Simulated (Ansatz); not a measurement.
# Other spins and charges of BO, doublet at one geometry

Geometry (PBE0/def2-TZVP stationary point for this spin):

```
atom   x (Å)   y (Å)   z (Å)
   B  0.0000  0.0000  0.0000
   O  0.0000  0.0000  1.2006
```

Basis cc-pVDZ; Ansatz 0.2.0. Only valence electrons are correlated (noble-gas cores frozen). Prefix R: restricted or restricted open-shell reference; prefix U: unrestricted. Active spaces: valence = (9e, 8o) chosen from the atoms' valence shells.

Gaps are energies of the second state less the first, at fixed atoms, for a selection of the levels run; each method lands on the state that its own search finds for that charge and spin.

For open shells CISD and CISDTQ are restricted-active-space CI with the open shells as a complete middle space. The determinant of the BO quartet fills πx and πy unequally, so it is a mixture of Σ and Δ, which weighs on every level built on one determinant.

Quartet less doublet: 6.650 eV at full CI (doublet A1, quartet A1, in C2v).

By full CI's occupations no single determinant describes the quartet well.

| level | gap (eV) | error (meV) |
| --- | --- | --- |
| RHF | 5.183 | -1467 |
| UMP2 | 7.210 | 560 |
| CISD | 6.608 | -42 |
| RCCSD | 6.807 | 157 |
| BCCD(T) | 6.913 | 263 |
| RCCSDT* | 6.668 | 18 |
| UCCSDT* | 6.670 | 20 |
| RCCSDTQ* | 6.652 | 2 |
| MRCISD+Q (valence space) | 6.644 | -6 |
| PBE | 7.077 | 427 |

An asterisk marks runs whose energy the program itself flagged as in doubt.

Removing an electron, to the triplet: 13.675 eV at full CI (doublet A1, triplet ion B2, in C2v).

```json
{"level": "RHF", "gap (eV)": "11.825", "error (meV)": "-1850"}
{"level": "UHF", "gap (eV)": "11.837", "error (meV)": "-1838"}
{"level": "RMP2", "gap (eV)": "13.860", "error (meV)": "185"}
{"level": "RCCSD", "gap (eV)": "13.532", "error (meV)": "-143"}
{"level": "UCCSDT", "gap (eV)": "13.659", "error (meV)": "-16"}
{"level": "CISDTQ", "gap (eV)": "13.649", "error (meV)": "-26"}
{"level": "RCCSDT(Q)", "gap (eV)": "13.674", "error (meV)": "-1"}
{"level": "CASSCF (valence space)", "gap (eV)": "12.990", "error (meV)": "-685"}
{"level": "MRCISD (valence space)", "gap (eV)": "13.611", "error (meV)": "-64"}
{"level": "RPA-PBE", "gap (eV)": "13.615", "error (meV)": "-60"}
```

In so small a basis the reference is far from its limit while semilocal and hybrid functionals are nearer theirs (RPA and double hybrids share much of the reference's basis error), so the functionals' errors here hold much of the reference's basis and frozen-core error, which can add to them or hide them.

Full CI is exact within this basis and frozen core; it isn't the basis-set limit. The frozen core follows each run's orbitals, which can shift R against U totals by a few meV.
